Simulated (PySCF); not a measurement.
Breaking a bond: SMILES C=O. The C1–H4 bond (C1 also carries H, O; H4 carries nothing else) is varied alone, starting from the PBE0/def2-TZVP optimised geometry.

Computed with CCSD(T) on UHF/cc-pVDZ, 2 core orbitals frozen run with PySCF.

Task: Relative to R = 1.11 Å, what are the energies at R = 2.22, 2.43, 2.69, 3.02 Å?

Result: 76.5 kcal/mol at 2.22 Å, 83.5 kcal/mol at 2.43 Å, 87.3 kcal/mol at 2.69 Å, 88.9 kcal/mol at 3.02 Å.

The unrestricted determinant behind UCCSD(T) is spin-contaminated at 1.65 to 3.90 Å (<S²> up to 1.0, against 0.00 for a pure singlet).
